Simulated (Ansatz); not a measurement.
Z-matrix (Å, degrees):
```
C
O 1 1.169
O 1 1.169 2 180.0
```

The species carries charge 1 and has multiplicity 2.

Question: List the ωB97M-V/def2-TZVPP orbital energies in eV (the Gaussian-basis code of Ansatz). (An estimate is asked.)

Answer: Computed: α occupied: -539.95, -539.95, -296.69, -45.84, -44.89, -28.73, -27.80, -27.51, -27.12, -24.43, -23.41. α empty: -6.55, -6.12, -5.29, -0.12, -0.11, 0.02, 1.40, 5.12. β occupied: -539.51, -539.51, -296.81, -45.06, -43.86, -28.16, -26.89, -26.83, -25.55, -22.74. β empty: -14.48, -6.02, -5.20, -5.14, -0.11, -0.05, 0.03, 1.50. ⟨S²⟩ = 0.783.
